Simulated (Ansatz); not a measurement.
Geometry optimisation, RKS B3LYP-D4/STO-3G (Ansatz).

input.yaml

```yaml
crystal:
  periodic: [false, false, false]
  atoms:
    - { symbol: O, position_ang: [-0.63963, 0.23851, -0.65381] }
    - { symbol: B, position_ang: [-0.18853, -0.09042, 0.66768] }
    - { symbol: S, position_ang: [1.47509, -0.45263, 0.99141] }
    - { symbol: H, position_ang: [-1.57237, 0.44242, -0.8335] }
    - { symbol: H, position_ang: [-0.04907, 0.27408, -1.42679] }
    - { symbol: H, position_ang: [-1.00144, -0.09936, 1.49934] }
    - { symbol: H, position_ang: [1.39791, -0.68489, 2.30959] }
total_charge: 1
basis:
  gaussian: { orbitals: STO-3G }
hamiltonian:
  xc: b3lyp
  dispersion: d4
relax:
  f_tol: 0.015
  max_steps: 40
```

Command:

```bash
$ ansatz run input.yaml --threads 1 --pin off --max-ram 2048MiB --backend cpu --events-out ev --progress --plain --runs-dir out
```

Where does it end, and by what steps?

The run converged. Limits of this set-up: minimal basis, the dipole of an ion depends on the origin. After 6 steps the energy has fallen by 0.186 eV; B2 moved furthest, 0.07 Å.

| step | energy less start (eV) | largest force component (eV/Å) | accepted |
| --- | --- | --- | --- |
| 0 | 0.0000 | 1.970 | yes |
| 1 | -0.1673 | 0.661 | yes |
| 2 | -0.1836 | 0.240 | yes |
| 3 | -0.1861 | 0.052 | yes |
| 4 | -0.1864 | 0.019 | yes |
| 5 | -0.1864 | 0.039 | no |
| 6 | -0.1864 | 0.002 | yes |

```xyz
7
Properties=species:S:1:pos:R:3
O -0.620 0.230 -0.628
B -0.177 -0.105 0.732
S 1.503 -0.450 0.946
H -1.583 0.443 -0.835
H -0.027 0.274 -1.444
H -1.065 -0.085 1.492
H 1.391 -0.680 2.289
```

Whether the end is a true minimum wasn't checked by a vibrational analysis.

Time of the run: 10 s on 1 CPU thread of a shared host.
